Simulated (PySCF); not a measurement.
ClNa, charge +1, multiplicity 2. Atoms are numbered in the order given.

```xyz
2

Na     0.0000     0.0000    -1.7041
Cl     0.0000     0.0000     1.1026
```
Charge +1, spin multiplicity 2.

Geometry: PBE-D3(BJ)/def2-TZVPD. The multiplicity is an assumed one; other spin states were not compared.

All values below come from PBE/def2-TZVPD (PySCF).

The total energy is -621.93606 hartree and the point group is C∞v. The α spin, highest occupied and lowest empty level is -13.62 and -6.75 eV and the β spin, highest occupied and lowest empty level comes out as -13.22 and -12.83 eV. The dipole moment about the centre of nuclear charge is 6.76 D and the ⟨S²⟩ is 0.753 (pure state 0.75).
